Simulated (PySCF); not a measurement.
Isomers of [C5H11S]- (charge -1), mass 103.058 u with the commonest isotopes. Level of theory: PySCF, PBE0-D3(BJ)/def2-SVP geometry optimisation, gas phase. One conformer each, none proved a minimum here; rigid rotors. The geometries of the anions come from a basis without diffuse functions.

Task: Order these by rotational constant B, largest first.
A. `[CH3:1][CH2:2][CH:3]([S-:4])[CH2:5][CH3:6]` (charge -1) with C1–C2–C3–S4 -172°, C2–C3–C5–C6 -175°
B. `[CH3:1][CH2:2][C:3]([CH3:4])([CH3:5])[S-:6]` (charge -1) with C1–C2–C3–C4 63°
C. `[CH3:1][CH:2]([CH3:3])[C@H:4]([CH3:5])[S-:6]` (charge -1) with C1–C2–C4–C5 -177°
D. `[CH3:1][CH2:2][CH2:3][CH2:4][CH2:5][S-:6]` (charge -1) with C1–C2–C3–C4 180°, C2–C3–C4–C5 180°, C3–C4–C5–S6 180°
E. `[CH3:1][CH2:2][CH2:3][C@@H:4]([CH3:5])[S-:6]` (charge -1) with C1–C2–C3–C4 176°, C2–C3–C4–C5 61°
F. `[CH3:1][CH2:2][C@H:3]([CH3:4])[CH2:5][S-:6]` (charge -1) with C1–C2–C3–C4 -69°, C2–C3–C5–S6 -60°

Result: B (2454 MHz), C (2131 MHz), A (2082 MHz), F (1645 MHz), E (1298 MHz), D (800.7 MHz).

Task: Order these by out-of-plane moment Σ m c² = (Ia + Ib − Ic)/2, largest first.
A. `[CH3:1][CH2:2][CH2:3][C@@H:4]([CH3:5])[S-:6]` (charge -1) with C1–C2–C3–C4 176°, C2–C3–C4–C5 61°
B. `[CH3:1][CH:2]([CH3:3])[C@H:4]([CH3:5])[S-:6]` (charge -1) with C1–C2–C4–C5 -177°
C. `[CH3:1][CH2:2][C@H:3]([CH3:4])[CH2:5][S-:6]` (charge -1) with C1–C2–C3–C4 -69°, C2–C3–C5–S6 -60°
D. `[CH3:1][CH2:2][C:3]([CH3:4])([CH3:5])[S-:6]` (charge -1) with C1–C2–C3–C4 63°
E. `[CH3:1][CH2:2][CH2:3][CH2:4][CH2:5][S-:6]` (charge -1) with C1–C2–C3–C4 180°, C2–C3–C4–C5 180°, C3–C4–C5–S6 180°

Result: D (56.86 u·Å²), C (13.75 u·Å²), A (12.60 u·Å²), B (11.87 u·Å²), E (7.82 u·Å²).

Task: Order these by radius of gyration √(Σ m r²/M), smallest first.
A. `[CH3:1][CH2:2][C:3]([CH3:4])([CH3:5])[S-:6]` (charge -1) with C1–C2–C3–C4 63°
B. `[CH3:1][CH:2]([CH3:3])[C@H:4]([CH3:5])[S-:6]` (charge -1) with C1–C2–C4–C5 -177°
C. `[CH3:1][CH2:2][CH:3]([S-:4])[CH2:5][CH3:6]` (charge -1) with C1–C2–C3–S4 -172°, C2–C3–C5–C6 -175°
D. `[CH3:1][CH2:2][CH2:3][CH2:4][CH2:5][S-:6]` (charge -1) with C1–C2–C3–C4 180°, C2–C3–C4–C5 180°, C3–C4–C5–S6 180°
E. `[CH3:1][CH2:2][CH2:3][C@@H:4]([CH3:5])[S-:6]` (charge -1) with C1–C2–C3–C4 176°, C2–C3–C4–C5 61°
F. `[CH3:1][CH2:2][C@H:3]([CH3:4])[CH2:5][S-:6]` (charge -1) with C1–C2–C3–C4 -69°, C2–C3–C5–S6 -60°

Result: A (1.750 Å), B (1.865 Å), C (1.942 Å), F (2.013 Å), E (2.129 Å), D (2.525 Å).

```
           SMILES  point group  Ia (u·Å²)  Ib (u·Å²)  Ic (u·Å²)      κ  μa (D)  μb (D)  μc (D)
CC(C)[C@H](C)[S-]           C1     133.23     237.15     346.64  -0.42    5.38    1.37    0.26
  CC[C@H](C)C[S-]           C1     124.21     307.29     404.01  -0.72    6.76    1.41    0.21
 CCC[C@@H](C)[S-]           C1      90.64     389.30     454.74  -0.92    7.16    1.85    0.30
      CCC([S-])CC           C1     158.96     242.69     375.97  -0.20    3.88    3.68    0.13
    CCC(C)(C)[S-]           C1     166.43     205.97     258.68  -0.08    2.65    3.35    0.02
        CCCCC[S-]           Cs      33.48     631.17     649.00  -1.00   10.81    0.61    0.01
```
